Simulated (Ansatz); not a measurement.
## Worked example: correlation energy of BP$_{2}$H, singlet

Geometry: a PBE0/def2-TZVP stationary point for this spin, not checked as a minimum.

```xyz
4

P     0.0000   -0.2584    1.0345
B     0.0000    1.2536    0.0000
P     0.0000   -0.2584   -1.0345
H     0.0000    2.4367    0.0000
```

Basis cc-pVDZ; Ansatz 0.2.0. Only valence electrons are correlated (noble-gas cores frozen), which leaves 14 electrons in 44 orbitals. Prefix R: restricted or restricted open-shell reference.

Full CI isn't at hand for all of this; RCCSDT(Q) serves as the reference, and is uncertain by the last step of the cluster series or more.

RCCSD has a T1 diagnostic of 0.014 and a largest doubles amplitude of 0.11.

Runs differ by some tens of microhartree through their thresholds, so steps under 0.03 kcal/mol mean nothing.

```tsv
level	total energy (hartree)
RHF	-706.725992
RMP2	-707.029072
RCCSD	-707.056723
RCCSD(T)	-707.073765
RCCSDT	-707.074411
RCCSDT(Q)	-707.076044
```

Question: What is the correlation energy at RCCSDT(Q), and what share of it do RMP2 and RCCSD recover?

Answer: E(corr) = -707.076044 − (-706.725992) = -0.350052 hartree = -9.525 eV. RMP2: -0.303080 / -0.350052 = 86.58 %. RCCSD: -0.330731 / -0.350052 = 94.48 %.

Question: By how many kcal/mol does RCCSD(T) miss RCCSDT(Q) (1 hartree = 627.509 kcal/mol), and which steps make up the rest?

Answer: -707.073765 − (-707.076044) = 0.002279 hartree = 1.43 kcal/mol. Steps: RCCSDT − RCCSD(T) = -0.41, RCCSDT(Q) − RCCSDT = -1.02 kcal/mol. Differences between like states or geometries often cancel part of this.
